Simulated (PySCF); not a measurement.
# N: ionisation energy

N [He] 2s2 2p3 (4S) → N⁺ [He] 2s2 2p2 (3P), as a difference of total energies. All numbers are calculated (PySCF 2.14, the non-relativistic Hamiltonian (point nucleus), in aug-cc-pVDZ (4s3p2d, 23 functions)). Correlated levels: valence: 1s2 frozen. The calculations carry no spin-orbit coupling.

```
           method  ionisation energy (eV)  plus first-order spin-orbit estimate  error of that sum (eV)
              UHF                  13.930                                13.919                  -0.615
    MP2 (valence)                  14.478                                14.467                  -0.067
SCS-MP2 (valence)                  14.260                                14.249                  -0.285
   CCSD (valence)                  14.346                                14.335                  -0.199
CCSD(T) (valence)                  14.357                                14.346                  -0.188
  CCSDT (valence)                  14.357                                14.346                  -0.188
```

Reference: 14.534 eV (measured; NIST Atomic Spectra Database, ionization energies).

A first-order spin-orbit estimate (lowest level to lowest level, LS coupling) adds -0.011 eV.

Errors of the correlated levels include the incompleteness of this basis and the frozen core.
